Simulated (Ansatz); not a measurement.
# AlO2+ (triplet): wave-function methods side by side, cc-pVDZ

Aim: climb from Hartree-Fock through coupled cluster for AlO2+ (triplet) at one geometry and basis, and see what each rung misses.

Method: cc-pVDZ, core rule «outside noble gas», up to 7 orbitals frozen; program: Ansatz 0.2.0, Gaussian basis.

The runs, in order: UHF; CCSD(T) on ROHF; CCSD(T) on UHF; BCCD(T) on ROHF; CISD; CCSDT(Q) on ROHF; CCSDT(Q) on UHF.

35 further runs of the same task are left out: 12 for a known fault of the program, 7 that didn't finish, 16 set aside as unsound or not needed.

## Step 1: The geometry

The geometry is a PBE0/def2-TZVP stationary point (not a proven minimum) of the parent state, kept for this charge and spin.

3 atoms, charge 1, spin multiplicity 3.

Atoms are counted from 1 here; the program's logs count them from 0.

Bond lengths: Al1–O2 1.733 Å, O2–O3 1.294 Å. Angles: Al1–O2–O3 180.0°.

## Step 2: UHF

in.yaml reads:

```yaml
crystal:
  periodic: [false, false, false]
  atoms:
    - {symbol: Al, position_ang: [0.000000, 0.000000, 1.586946]}
    - {symbol: O, position_ang: [0.000000, 0.000000, -0.146400]}
    - {symbol: O, position_ang: [0.000000, 0.000000, -1.440545]}
basis:
  gaussian: {orbitals: cc-pVDZ}
total_charge: 1
magnetization: {spin_polarized: true, initial_magnetization: 2}
hamiltonian: {xc: hf}
output: {orbitals: {seedname: orbitals}}
```

On the command line:

```sh
ansatz run in.yaml --threads 1 --pin off --events-out ev --progress --plain --max-ram 2393MiB
```

After this run come: CCSD(T) on ROHF; CCSD(T) on UHF; BCCD(T) on ROHF; CISD; CCSDT(Q) on ROHF; CCSDT(Q) on UHF.

Q: Predict the results of all the runs planned. Wanted: RCCSDT(Q) below the RHF energy; RMP2 from RCCSDT(Q); UMP2 from RCCSDT(Q); RCCSD from RCCSDT(Q); RCCSD(T) from RCCSDT(Q); UCCSD(T) from RCCSDT(Q); UCCSDT(Q) from RCCSDT(Q); T1 diagnostic.

As calculated:

```
                         quantity        value
   RCCSDT(Q) below the RHF energy  -11.4243 eV
              RMP2 from RCCSDT(Q)  +1134.0 meV
              UMP2 from RCCSDT(Q)  +1199.3 meV
             RCCSD from RCCSDT(Q)   +467.6 meV
          RCCSD(T) from RCCSDT(Q)    +78.5 meV
          UCCSD(T) from RCCSDT(Q)    +79.2 meV
         UCCSDT(Q) from RCCSDT(Q)     -8.4 meV
levels within 1 kcal/mol (43 meV)    UCCSDT(Q)
                    T1 diagnostic        0.053
```

In words: RCCSD(T) misses by +78.5 meV, 0.7 % of the correlation energy. Coupled cluster took another determinant than the lowest Hartree-Fock one. These misses are within one basis, not against nature; the frozen cores of restricted and unrestricted runs differ, which can shift their rows.
